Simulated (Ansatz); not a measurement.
# SiH4+ (doublet): one geometry, many settings

Aim: run SiH4+ (doublet) at one geometry under a spread of methods and options, and see what each costs and gives.

Program: Ansatz 0.2.0, Gaussian basis. Level of theory: the settings change from run to run. These are calculated values, not measurements.

26 further runs of the same task are left out: 10 that didn't finish, 16 set aside as unsound or not needed.

### 1 The system

The geometry is a PBE0/def2-TZVP stationary point (not a proven minimum) of the parent state, kept for this charge and spin.

5 atoms, charge 1, spin multiplicity 2.

Atoms are counted from 1 here; the program's logs count them from 0.

Bond lengths: Si1–H2 1.529 Å, Si1–H3 1.529 Å, Si1–H4 1.529 Å, Si1–H5 1.529 Å. Angles: H2–Si1–H3 90.0°, H2–Si1–H4 90.0°, H2–Si1–H5 180.0°, H3–Si1–H4 180.0°, H3–Si1–H5 90.0°, H4–Si1–H5 90.0°.

### 2 MP2 on UHF/6-31G

The input, in.yaml:

```yaml
crystal:
  periodic: [false, false, false]
  atoms:
    - {symbol: Si, position_ang: [0.000000, 0.000000, 0.000000]}
    - {symbol: H, position_ang: [-0.011525, 1.085107, 1.077576]}
    - {symbol: H, position_ang: [-0.016497, -1.077632, 1.084987]}
    - {symbol: H, position_ang: [0.016497, 1.077632, -1.084987]}
    - {symbol: H, position_ang: [0.011525, -1.085107, -1.077576]}
basis:
  gaussian: {orbitals: 6-31G}
total_charge: 1
magnetization: {spin_polarized: true, initial_magnetization: 1}
correlation: {method: mp2, electrons: outside_noble_gas}
output: {forces: true}
```

Run with:

```sh
> ansatz run in.yaml --threads 1 --pin off --events-out ev --progress --plain --max-ram 2393MiB
```

Log:

```text
Functional definition: HF
  name "HF"
  cite "Fock, Z. Phys. 61, 126 (1930) doi:10.1007/BF01340294"
  parent pbe
  exchange = exact_x
  correlation = 0
268 factors; integrals over basis functions are off by at most 2.0e-4 eV
mean field evaluation 1: about -7910.5502 eV, gradient 6.2e0 eV
mean field evaluation 2: about -7910.5504 eV, gradient 6.2e0 eV
mean field evaluation 4: about -7911.0869 eV, gradient 1.0e0 eV
mean field evaluation 8: about -7911.1073 eV, gradient 1.5e-6 eV
mean field -7911.10730814 eV, -290.7278312331 hartree, gradient 3.2e-6 eV, S^2 0.811839; 0 other end points of the search recorded, 0 dependent functions left out
5 core orbitals not correlated: weight in the atoms' cores, before any rotation towards them, 1.000 or more for the frozen orbitals, at most 0.000 for the correlated occupied ones
reference -7911.10730814 eV, -290.7278312331 hartree; 4, 3 occupied and 12, 13 virtual orbitals, 268 factors
second order -1.35520016 eV of doubles, -0.00000000 eV of singles
the calculation of the forces begins
Total energy: -7912.46250830 eV, -290.7776339203 hartree
Atom 0 at     0.000000     0.000000     0.000000 Å, force    -0.000000    -0.000000     0.000000 eV/Å
Atom 1 at    -0.011525     1.085107     1.077576 Å, force    -0.003723     0.350521     0.348088 eV/Å
Atom 2 at    -0.016497    -1.077632     1.084987 Å, force    -0.005329    -0.348107     0.350483 eV/Å
Atom 3 at     0.016497     1.077632    -1.084987 Å, force     0.005329     0.348107    -0.350483 eV/Å
Atom 4 at     0.011525    -1.085107    -1.077576 Å, force     0.003723    -0.350521    -0.348088 eV/Å
Dipole moment:    -0.000000    -0.000000    -0.000000 e Å
```

Wall time 0.15 s (1 thread of Arm Neoverse V2, shared host).

From the report: ⟨S²⟩ of the determinant 0.812 (pure doublet: 0.75).

### 3 MRCISD+Q(relaxed)(3,3)/6-31G

Edit in.yaml of step 2 so:

```diff
@@ -11,4 +11,4 @@
 total_charge: 1
-magnetization: {spin_polarized: true, initial_magnetization: 1}
-correlation: {method: mp2, electrons: outside_noble_gas}
-output: {forces: true}
+magnetization: {spin_polarized: false, initial_magnetization: 1}
+correlation: {method: fic_mrcisd_q_relaxed, electrons: outside_noble_gas, active_space: {window: {electrons: 3, orbitals: 3}}}
+scf: {lower_state_search: full}
```

Launched as before.

Log:

```text
Functional definition: HF
  name "HF"
  cite "Fock, Z. Phys. 61, 126 (1930) doi:10.1007/BF01340294"
  parent pbe
  exchange = exact_x
  correlation = 0
268 factors; integrals over basis functions are off by at most 2.0e-4 eV
mean field evaluation 1: about -7910.5197 eV, gradient 6.4e0 eV
mean field evaluation 2: about -7910.5199 eV, gradient 6.3e0 eV
mean field evaluation 4: about -7910.7208 eV, gradient 1.5e-1 eV
mean field evaluation 8: about -7910.7209 eV, gradient 3.1e-6 eV
mean field evaluation 16: about -7910.7208 eV, gradient 8.8e-2 eV
mean field evaluation 32: about -7910.7209 eV, gradient 6.4e-7 eV
mean field -7910.72088132 eV, -290.7136303092 hartree, gradient 3.1e-6 eV, S^2 0.750000; 3 other end points of the search recorded, 0 dependent functions left out
reference -7910.72088132 eV, -290.7136303092 hartree; 9, 8 occupied and 12, 13 virtual orbitals, 268 factors
state -7911.24786958 eV, -290.7329967708 hartree
contracted CI cycle   1: correlation 0.00000000 eV, 0.0000000000 hartree, residual 8.71e0 eV
contracted CI cycle   2: correlation -1.77864220 eV, -0.0653638953 hartree, residual 1.80e0 eV
contracted CI cycle   3: correlation -1.85677300 eV, -0.0682351490 hartree, residual 5.73e-1 eV
contracted CI cycle   4: correlation -1.86457269 eV, -0.0685217827 hartree, residual 2.28e-1 eV
contracted CI cycle   5: correlation -1.86579603 eV, -0.0685667393 hartree, residual 9.54e-2 eV
contracted CI cycle   6: correlation -1.86600403 eV, -0.0685743832 hartree, residual 4.08e-2 eV
contracted CI cycle   7: correlation -1.86604361 eV, -0.0685758379 hartree, residual 1.61e-2 eV
contracted CI cycle   8: correlation -1.86605076 eV, -0.0685761006 hartree, residual 7.22e-3 eV
contracted CI cycle   9: correlation -1.86605230 eV, -0.0685761571 hartree, residual 3.37e-3 eV
contracted CI cycle  10: correlation -1.86605262 eV, -0.0685761691 hartree, residual 1.35e-3 eV
contracted CI cycle  11: correlation -1.86605267 eV, -0.0685761708 hartree, residual 4.58e-4 eV
state -7911.24786958 eV, -290.7329967708 hartree; corrected -7913.22143140 eV, -290.8055238300 hartree
the orbitals are reached from a further start. From the first start the search ends at -7911.24786631 eV, -290.7329966506 hartree
Total energy: -7913.22143140 eV, -290.8055238300 hartree
```

Run time: 0.36 s. Hardware: 1 thread of Arm Neoverse V2, shared host.

From the report: 9 determinants; active occupations 1.97, 1.00, 0.03.

### 4 NEVPT4(SD)(1,4)/6-31G

Edit in.yaml of step 3 so:

```diff
@@ -12,3 +12,4 @@
 magnetization: {spin_polarized: false, initial_magnetization: 1}
-correlation: {method: fic_mrcisd_q_relaxed, electrons: outside_noble_gas, active_space: {window: {electrons: 3, orbitals: 3}}}
-scf: {lower_state_search: full}
+correlation: {method: fic_nevpt4_sd, electrons: outside_noble_gas, active_space: {window: {electrons: 1, orbitals: 4}}}
+accuracy: high
+scf: {lower_state_search: light}
```

Same command.

Log:

```text
Functional definition: HF
  name "HF"
  cite "Fock, Z. Phys. 61, 126 (1930) doi:10.1007/BF01340294"
  parent pbe
  exchange = exact_x
  correlation = 0
474 factors; integrals over basis functions are off by at most 2.8e-9 eV
mean field evaluation 1: about -7910.5191 eV, gradient 6.4e0 eV
mean field evaluation 2: about -7910.5199 eV, gradient 6.4e0 eV
mean field evaluation 4: about -7910.7209 eV, gradient 1.5e-1 eV
mean field evaluation 8: about -7910.7210 eV, gradient 3.6e-6 eV
mean field -7910.72097507 eV, -290.7136337547 hartree, gradient 8.5e-9 eV, S^2 0.750000; 0 other end points of the search recorded, 0 dependent functions left out
reference -7910.72097507 eV, -290.7136337547 hartree; 9, 8 occupied and 12, 13 virtual orbitals, 474 factors
state -7910.72097507 eV, -290.7136337547 hartree
state -7910.72097507 eV, -290.7136337547 hartree; corrected -7913.12245918 eV, -290.8018866678 hartree
WARN: 3 active orbitals are nearly empty or full. The corrections depend on them more than the energy does, and are more stable in an active space without them
Total energy: -7913.12245918 eV, -290.8018866678 hartree
```

It took 0.33 s on 1 thread of Arm Neoverse V2, shared host.

From the report: 3 determinants; active occupations 1.00, 0.00, 0.00, 0.00. The report marks this result as in doubt.

### 5 CCSD on UHF/6-31G

Edit in.yaml of step 4 so:

```diff
@@ -11,5 +11,5 @@
 total_charge: 1
-magnetization: {spin_polarized: false, initial_magnetization: 1}
-correlation: {method: fic_nevpt4_sd, electrons: outside_noble_gas, active_space: {window: {electrons: 1, orbitals: 4}}}
-accuracy: high
-scf: {lower_state_search: light}
+magnetization: {spin_polarized: true, initial_magnetization: 1}
+hamiltonian: {pseudopotentials: {relativity: none}}
+correlation: {method: ccsd, electrons: all}
+output: {forces: true}
```

Same command.

Log:

```text
Functional definition: HF
  name "HF"
  cite "Fock, Z. Phys. 61, 126 (1930) doi:10.1007/BF01340294"
  parent pbe
  exchange = exact_x
  correlation = 0
268 factors; integrals over basis functions are off by at most 2.0e-4 eV
mean field evaluation 1: about -7910.5502 eV, gradient 6.2e0 eV
mean field evaluation 2: about -7910.5504 eV, gradient 6.2e0 eV
mean field evaluation 4: about -7911.0869 eV, gradient 1.0e0 eV
mean field evaluation 8: about -7911.1073 eV, gradient 1.5e-6 eV
mean field evaluation 16: about -7911.1073 eV, gradient 5.2e-3 eV
mean field evaluation 32: about -7908.5365 eV, gradient 1.4e-4 eV
mean field -7911.10730814 eV, -290.7278312331 hartree, gradient 3.2e-6 eV, S^2 0.811839; 2 other end points of the search recorded, 0 dependent functions left out
determinant -7911.10730814 eV, -290.7278312331 hartree, with singles and doubles -7913.24409917 eV, -290.8063568550 hartree
determinant -7908.53653800 eV, -290.6333571727 hartree, with singles and doubles -7911.59402244 eV, -290.7457176536 hartree
reference -7911.10730814 eV, -290.7278312331 hartree; 9, 8 occupied and 12, 13 virtual orbitals, 268 factors
second order -1.45400410 eV of doubles, -0.00000000 eV of singles
cycle   1  -2.13680397 eV  change   -1.3e-5 eV  update   1.3e-4
cycle   2  -2.13682591 eV  change   -2.2e-5 eV  update   7.5e-5
cycle   3  -2.13683724 eV  change   -1.1e-5 eV  update   1.1e-5
cycle   4  -2.13683958 eV  change   -2.3e-6 eV  update   3.6e-6
cycle   5  -2.13684245 eV  change   -2.9e-6 eV  update   1.0e-6
the calculation of the forces begins
Total energy: -7913.24415059 eV, -290.8063587447 hartree
Atom 0 at     0.000000     0.000000     0.000000 Å, force    -0.000000     0.000000     0.000000 eV/Å
Atom 1 at    -0.011525     1.085107     1.077576 Å, force    -0.005318     0.500682     0.497207 eV/Å
Atom 2 at    -0.016497    -1.077632     1.084987 Å, force    -0.007612    -0.497234     0.500628 eV/Å
Atom 3 at     0.016497     1.077632    -1.084987 Å, force     0.007612     0.497234    -0.500628 eV/Å
Atom 4 at     0.011525    -1.085107    -1.077576 Å, force     0.005318    -0.500682    -0.497207 eV/Å
Dipole moment:     0.000000    -0.000000    -0.000000 e Å
```

Wall time 0.54 s (1 thread of Arm Neoverse V2, shared host).

From the report: ⟨S²⟩ of the determinant 0.812 (pure doublet: 0.75); correlation -2.1368 eV; T1 0.011; largest double amplitude 0.07.

### 6 MRCISD+Q(relaxed)(1,6)/6-31G

Edit in.yaml of step 5 so:

```diff
@@ -9,7 +9,5 @@
 basis:
-  gaussian: {orbitals: 6-31G}
+  gaussian: {orbitals: 6-31G, fitting: {mean_field: def2-universal-jkfit}}
 total_charge: 1
-magnetization: {spin_polarized: true, initial_magnetization: 1}
-hamiltonian: {pseudopotentials: {relativity: none}}
-correlation: {method: ccsd, electrons: all}
-output: {forces: true}
+magnetization: {spin_polarized: false, initial_magnetization: 1}
+correlation: {method: fic_mrcisd_q_relaxed, electrons: outside_noble_gas, active_space: {window: {electrons: 1, orbitals: 6}}}
```

Same command.

Log:

```text
Functional definition: HF
  name "HF"
  cite "Fock, Z. Phys. 61, 126 (1930) doi:10.1007/BF01340294"
  parent pbe
  exchange = exact_x
  correlation = 0
200 factors; integrals over basis functions are off by at most 8.3e-2 eV
mean field evaluation 1: about -7910.5207 eV, gradient 6.3e0 eV
mean field evaluation 2: about -7910.7121 eV, gradient 1.3e0 eV
mean field evaluation 4: about -7910.7210 eV, gradient 7.8e-5 eV
mean field -7910.72101334 eV, -290.7136351608 hartree, gradient 2.3e-6 eV, S^2 0.750000; 0 other end points of the search recorded, 0 dependent functions left out
reference -7910.72101334 eV, -290.7136351608 hartree; 9, 8 occupied and 12, 13 virtual orbitals, 200 factors
state -7910.72101334 eV, -290.7136351608 hartree
contracted CI cycle   1: correlation 0.00000000 eV, 0.0000000000 hartree, residual 9.72e0 eV
contracted CI cycle   2: correlation -2.25397825 eV, -0.0828321729 hartree, residual 1.79e0 eV
contracted CI cycle   3: correlation -2.33500256 eV, -0.0858097613 hartree, residual 4.53e-1 eV
contracted CI cycle   4: correlation -2.34018946 eV, -0.0860003763 hartree, residual 1.43e-1 eV
contracted CI cycle   5: correlation -2.34070458 eV, -0.0860193066 hartree, residual 4.83e-2 eV
contracted CI cycle   6: correlation -2.34075954 eV, -0.0860213266 hartree, residual 1.49e-2 eV
contracted CI cycle   7: correlation -2.34076414 eV, -0.0860214956 hartree, residual 3.50e-3 eV
contracted CI cycle   8: correlation -2.34076438 eV, -0.0860215044 hartree, residual 6.05e-4 eV
state -7910.72101334 eV, -290.7136351608 hartree; corrected -7913.23185021 eV, -290.8059067140 hartree
WARN: 5 active orbitals are nearly empty or full. The corrections depend on them more than the energy does, and are more stable in an active space without them
Total energy: -7913.23185021 eV, -290.8059067140 hartree
```

Run time: 0.66 s. Hardware: 1 thread of Arm Neoverse V2, shared host.

From the report: 3 determinants; active occupations 1.00, 0.00, 0.00, 0.00, 0.00, 0.00. The report marks this result as in doubt.

### 7 The runs in one table

Where basis and cores are those of an earlier FCI/6-31G run (-7913.1963 eV), and the state is the same kind, the miss against it is given. † marks a result that the program doubts.

```
                         level         correlated  functions  energy (eV)  from FCI (meV)    time
              MP2 on UHF/6-31G  outside noble gas         21   -7912.4625           733.8  0.15 s
  MRCISD+Q(relaxed)(3,3)/6-31G  outside noble gas         21   -7913.2214           -25.2  0.36 s
       NEVPT4(SD)(1,4)/6-31G †  outside noble gas         21   -7913.1225            73.8  0.33 s
             CCSD on UHF/6-31G                all         21   -7913.2442                  0.54 s
MRCISD+Q(relaxed)(1,6)/6-31G †  outside noble gas         21   -7913.2319           -35.6  0.66 s
```

### 8 What came out

| quantity | value |
| --- | --- |
| runs | 5 |
| quickest | MP2 on UHF/6-31G, 0.15 s |
| slowest | MRCISD+Q(relaxed)(1,6)/6-31G †, 0.66 s |

In words: Total energies in different bases, with other cores or another treatment of relativity can't be set against each other. MRCISD+Q(relaxed)(1,6)/6-31G † took 4 times as long as MP2 on UHF/6-31G; the jobs differ in more than the method. Among the correlated runs with a miss given, it spans -36 to +734 meV.
